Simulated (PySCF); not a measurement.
**Building multiplets from coupling constants**

Bonds (- single, = double, # triple, : aromatic): C1=N2 1.272 Å, N2-C3 1.376 Å, C3=C4 1.335 Å, C3-F5 1.343 Å. C1 carries H6, H7; C4 carries H8, H9. H6 is cis to C3; H8 is cis to N2; H7 is trans to C3; H9 is trans to N2.

[PySCF 2.14: GIAO PBE0/pcSseg-1 shieldings; J couplings at B3LYP/pcJ-1; structure optimised with PBE0-D3(BJ)/def2-SVP; non-relativistic; in vacuum; single conformer]

Referencing at the same level of theory: 1H (31.27 ppm) against TMS; CFCl3 for 19F (177.25 ppm).

Spectrometer: 400 MHz for 1H. First-order analysis; couplings under 1 Hz (under 4 Hz in carbon signals) are ignored, and nearly equal couplings are merged; the smaller ones broaden or split the lines further.

Q: What pattern does H8 show (1H)?

A: A doublet of triplets at δ 5.13: 36.3 Hz to F5 (1 × 19F, 3 bonds away), 1.2 Hz to H6 and H7 (2 × 1H, 5 bonds away). Lines in Hz from the centre (relative intensity): +19.4 (1), +18.1 (2), +16.9 (1), -16.9 (1), -18.1 (2), -19.4 (1). The outer lines are 38.7 Hz apart, the sum of the couplings kept, or 0.097 ppm at this field.

Q: What pattern does H9 show (1H)?

A: A doublet of doublets at δ 4.96: 2.4 Hz to F5 (1 × 19F, 3 bonds away), 1.8 Hz to H7 (1 × 1H, 5 bonds away). Lines in Hz from the centre (relative intensity): +2.1 (1), +0.3 (1), -0.3 (1), -2.1 (1). The outer lines are 4.2 Hz apart, the sum of the couplings kept, or 0.011 ppm at this field.

Q: What pattern does F5 show (19F)?

A: A doublet of triplets at δ -110.6: 36.3 Hz to H8 (1 × 1H, 3 bonds away), 2.4 Hz to H6 and H9 (2 × 1H, 3 or 4 bonds away). Lines in Hz from the centre (relative intensity): +20.6 (1), +18.1 (2), +15.8 (1), -15.8 (1), -18.1 (2), -20.6 (1). The outer lines are 41.1 Hz apart, the sum of the couplings kept, or 0.109 ppm at this field.

Q: What pattern does H6 show (1H)?

A: A doublet of doublets of doublets at δ 7.60: 18.6 Hz to H7 (1 × 1H, 2 bonds away), 2.5 Hz to F5 (1 × 19F, 4 bonds away), 1.3 Hz to H8 (1 × 1H, 5 bonds away). Lines in Hz from the centre (relative intensity): +11.2 (1), +9.9 (1), +8.7 (1), +7.4 (1), -7.4 (1), -8.7 (1), -9.9 (1), -11.2 (1). The outer lines are 22.4 Hz apart, the sum of the couplings kept, or 0.056 ppm at this field.
